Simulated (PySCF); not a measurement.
## Exact simulation of a proton spin system

Molecule: 1,2-Butadiene (C=C=CC, C₄H₆).

Bonds (- single, = double, # triple, : aromatic): C1=C2 1.301 Å, C2=C3 1.301 Å, C3-C4 1.498 Å. C1 carries H5, H6; C3 carries H7; C4 carries H8, H9, H10.

PySCF calculation with J couplings at B3LYP/pcJ-2, σ from GIAO-PBE0/pcSseg-2 and PBE0-D3(BJ)/def2-TZVP geometry; a single conformation, non-relativistic Hamiltonian, equivalent nuclei averaged, in vacuum.

δ = σ(ref) − σ, references computed at the same level: TMS for ¹H.

Shifts (ppm): H5/H6 4.85, H7 5.38, H8/H9/H10 1.73.
Couplings (Hz): H5–H6: -12.0; H5–H7, H6–H7: -8.2; H5–H8, H5–H9, H5–H10, H6–H8, H6–H9, H6–H10: 4.6; H7–H8, H7–H9, H7–H10: 8.4; H8–H9, H8–H10, H9–H10: -15.1.

The 6-spin Hamiltonian (Zeeman plus full scalar coupling among like nuclei) was diagonalised exactly; lines are Lorentzian, 1.0 Hz wide, and the maxima above 3 % are listed with the tallest set to 100.

(1) Give the ¹H peak list of this spin system at 60 MHz.

(2) And at 600 MHz?

(3) Among coupled protons with different shifts, which pair is furthest from first order, and how does the field change that?

## Answers

(1) 
| Hz | ppm | height |
| --- | --- | --- |
| 337.4 | 5.623 | 5 |
| 336.2 | 5.603 | 9 |
| 328.4 | 5.473 | 15 |
| 327.8 | 5.463 | 16 |
| 320.1 | 5.334 | 23 |
| 311.8 | 5.197 | 20 |
| 310.6 | 5.177 | 8 |
| 303.6 | 5.059 | 10 |
| 301.9 | 5.032 | 14 |
| 301.2 | 5.020 | 14 |
| 297.2 | 4.953 | 43 |
| 296.7 | 4.945 | 42 |
| 292.4 | 4.874 | 54 |
| 289.4 | 4.824 | 26 |
| 288.1 | 4.801 | 35 |
| 285.0 | 4.750 | 24 |
| 283.5 | 4.725 | 21 |
| 280.5 | 4.675 | 9 |
| 278.7 | 4.645 | 7 |
| 112.5 | 1.874 | 51 |
| 107.8 | 1.797 | 100 |
| 104.1 | 1.735 | 66 |
| 103.2 | 1.721 | 65 |
| 99.5 | 1.658 | 94 |
| 94.9 | 1.582 | 42 |

(2) 
Hz from δ = 0 (height): 3248.9 (4), 3240.6 (19), 3232.3 (37), 3224.0 (38), 3215.7 (20), 3207.4 (4), 2921.0 (17), 2916.4 (51), 2911.8 (55), 2908.2 (52), 2903.6 (48), 2899.0 (17), 1046.8 (51), 1042.2 (100), 1038.3 (66), 1037.7 (66), 1033.8 (99), 1029.2 (50)

(3) H5 and H7: Δν/J is about 3.9 at 60 MHz (strongly coupled) and 38.8 at 600 MHz (close to first order). J in Hz doesn't depend on the field, while Δν in Hz grows in proportion to it.
